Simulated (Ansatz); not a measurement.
Basis-set extrapolation for `CCOC(C)F` (PBE0-D4/def2-TZVP geometry, frozen core, Ansatz 0.2.0). Multiplicity 1, RHF reference.

|  | def2-TZVPP | def2-QZVPP |
| --- | --- | --- |
| HF | -331.153384 | -331.168660 |
| MP2 correlation | -1.179556 | -1.267193 |
| CCSD(T) correlation | -1.270602 | not run |

Energies in hartree. Use E(X) = E(∞) + A·exp(−7.88·√X) for Hartree–Fock and E(X) = E(∞) + B·X^(−2.97) for correlation, with X = 3 and 4, and add CCSD(T) minus MP2 of the smaller set to the MP2 limit.

What is the CCSD(T) energy at the basis-set limit?

HF limit: -331.168660 + (-0.015276) × 0.13774 = -331.17076. MP2 limit: -1.267193 + (-0.087637) × 0.74074 = -1.33211. Higher-order term: -1.270602 − (-1.179556) = -0.09105. Total: -332.59392 hartree, 446.2 kJ/mol below CCSD(T)/def2-TZVPP.
